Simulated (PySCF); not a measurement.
CCl₄. Atoms are numbered in the order given.

```xyz
5

Cl     1.0195     1.0195    -1.0195
C      0.0000     0.0000     0.0000
Cl    -1.0195     1.0195     1.0195
Cl    -1.0195    -1.0195    -1.0195
Cl     1.0195    -1.0195     1.0195
```

Geometry optimised at ωB97X-D3(BJ)/def2-SVP.

The numbers are results of B3LYP/def2-TZVP run with PySCF, not measurements.

The molecule is in vacuum.

```json
{
 "total_energy": "-1878.99996 hartree",
 "point_group": "Td",
 "highest_occupied_level": "-8.77 eV",
 "lowest_empty_level": "-1.73 eV",
 "orbital_gap": "7.04 eV",
 "dipole_moment": "0.00 D",
 "quadrupole, principal values (traceless, Buckingham form, about the centre of nuclear charge)": "0.00, 0.00, 0.00 D·Å",
 "mean_static_polarisability": "59.9 bohr³ (8.88 Å³)",
 "polarisability_principal_values": "59.9, 59.9, 59.9 bohr³"
}
```
